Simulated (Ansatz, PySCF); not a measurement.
Species: formaldehyde, CH2O, net charge 0, singlet state. SMILES: C=O
Geometry from a B3LYP-D3(BJ)/def2-TZVP (Ansatz, a quantum-chemistry and plane-wave program) optimisation:
```
C
O 1 1.1989
H 1 1.1075 2 122.05
H 1 1.1075 3 115.91 2 180.00
```


Quantity: enthalpy of formation at 298 K (from the atomisation energy, B3LYP-D3(BJ)/def2-TZVP harmonic zero-point and thermal terms from PySCF, and the atoms' enthalpies of formation in the G2/97 table; no spin-orbit terms, and no core term in the frozen-core levels), in kcal/mol. Correlated levels leave the core frozen unless marked. Open shells are spin-unrestricted. Spin-orbit coupling is left out. No relativistic terms. The coupled-cluster limit lacks core correlation, which all-electron functionals hold. Basis-set limits of correlation are two-point, X^-3; Hartree-Fock from the larger set. [CCSD(T)-MP2]/basis is that difference in the basis named.

Measured: -26.1 kcal/mol (Active Thermochemical Tables 1.112 (ions: stationary electron), as tabulated in the package chemicals); it holds spin-orbit and relativistic effects, which these rows lack, and core correlation, which the frozen-core levels lack.

| level | program | enthalpy of formation at 298 K (kcal/mol) | error against measurement |
|---|---|---|---|
| HF/cc-pVQZ | Ansatz | 90.3 | 116.4 |
| PBE-D3(BJ)/def2-TZVPD | Ansatz + dftd3 | -38.2 | -12.1 |
| TPSS-D3(BJ)/def2-TZVPD | PySCF + dftd3 | -28.2 | -2.1 |
| PW6B95/def2-TZVPD | PySCF | -25.5 | 0.6 |
| MN15/def2-TZVPD | PySCF | -26.1 | 0.0 |
| LC-wPBE-D3(BJ)/def2-TZVPD | Ansatz + dftd3 | -24.5 | 1.6 |
| B2PLYP-D4/def2-TZVPD | Ansatz + dftd4 | -23.0 | 3.1 |
| SCS-MP2/def2-QZVPPD | Ansatz | -30.2 | -4.1 |
| CCSD/aug-cc-pVDZ | Ansatz | 5.2 | 31.3 |
| CCSD/def2-SVPD | Ansatz | -5.8 | 20.3 |
| CCSD/CBS(cc-pVTZ,cc-pVQZ) | Ansatz | -17.3 | 8.8 |
| RI-MP2/CBS(aug-cc-pVTZ,aug-cc-pVQZ)+[CCSD(T)-MP2]/aug-cc-pVDZ | Ansatz | -25.7 | 0.4 |
| RI-MP2/CBS(def2-TZVPPD,def2-QZVPPD)+[CCSD(T)-MP2]/def2-SVPD | Ansatz | -26.2 | -0.1 |
| RI-MP2/CBS(def2-TZVPPD,def2-QZVPPD)+[CCSD(T)-MP2]/def2-TZVPPD | Ansatz | -25.5 | 0.6 |
| CCSD(T)/CBS(def2-TZVPPD,def2-QZVPPD) | Ansatz | -25.2 | 0.9 |
